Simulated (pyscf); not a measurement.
**Four-centre exchange: `[GeH3][Ge]([GeH3])[GeH3]` [doublet] + `[ClH]` → `[Cl][Ge]([GeH3])[GeH3]` [doublet] + `[GeH4]`**

Gas phase, doublet surface, charge 0. Bonds broken: Ge1–Ge2, Cl14–H15. Bonds formed: Ge1–Cl14, Ge2–H15. Optimised with ωB97X-D3(BJ)/def2-SVP in PySCF.

Transition state (Å):

```xyz
15

Ge    -0.2466     0.7650     0.0700
Ge     1.3662    -0.9654    -1.3279
Ge     0.6136     1.0910     2.3241
Ge    -2.5943     0.2019    -0.2419
H      1.6863    -2.4672    -1.2563
H      2.6322    -0.1402    -1.0834
H      0.7149    -0.6280    -2.6717
H      1.7926     0.1367     2.5209
H      1.1264     2.5443     2.4227
H     -0.5055     0.8720     3.3426
H     -3.2871     0.1031     1.1176
H     -2.6651    -1.0999    -1.0418
H     -3.2403     1.3329    -1.0714
Cl    -0.6836    -1.7330     1.4832
H      0.3137    -1.1077     0.0107
```

One imaginary mode, 467i cm⁻¹; descent along it reached the two sides named.

| bond | change | reactant side (Å) | saddle | product side |
|---|---|---|---|---|
| Ge1–Ge2 | breaks | 2.399 | 2.7 | 3.7 |
| Cl14–H15 | breaks | 1.288 | 1.885 | 3.2 |
| Ge1–Cl14 | forms | 3.6 | 2.9 | 2.186 |
| Ge2–H15 | forms | 3.1 | 1.709 | 1.533 |

Electronic energies relative to the separated reactants (eV):

| level | barrier | reaction energy | reverse barrier |
|---|---|---|---|
| ωB97X-D3(BJ)/def2-TZVP | 1.38 | -0.30 | 1.68 |
| PBE/def2-TZVP | 1.07 | -0.40 | 1.46 |
| r²SCAN/def2-TZVP | 1.20 | -0.39 | 1.59 |
| B3LYP-D3(BJ)/def2-TZVP | 1.13 | -0.44 | 1.57 |
| PBE0-D3(BJ)/def2-TZVP | 1.20 | -0.33 | 1.53 |
| M06-2X/def2-TZVP | 1.31 | -0.43 | 1.74 |
| ωB97M-D3(BJ)/def2-TZVP | 1.38 | -0.42 | 1.79 |
| HF/def2-TZVP | 2.23 | -0.53 | 2.76 |

With ωB97M-D3(BJ)/def2-TZVP energies and thermal terms (ideal gas, 1 atm, RRHO with modes under 100 cm⁻¹ raised to 100, one conformer, R ln 2 for chiral ones without a mode under 150 cm⁻¹), in eV:

```
T (K)   ΔH‡   ΔG‡     ΔH     ΔG
-----  ----  ----  -----  -----
298    1.34  1.80  -0.43  -0.45
600    1.34  2.26  -0.46  -0.47
900    1.36  2.72  -0.47  -0.47
1200   1.38  3.17  -0.49  -0.47
```

One saddle was located; it need not be the lowest between these sides. Elements up to Kr have no core potential and no relativistic terms here.
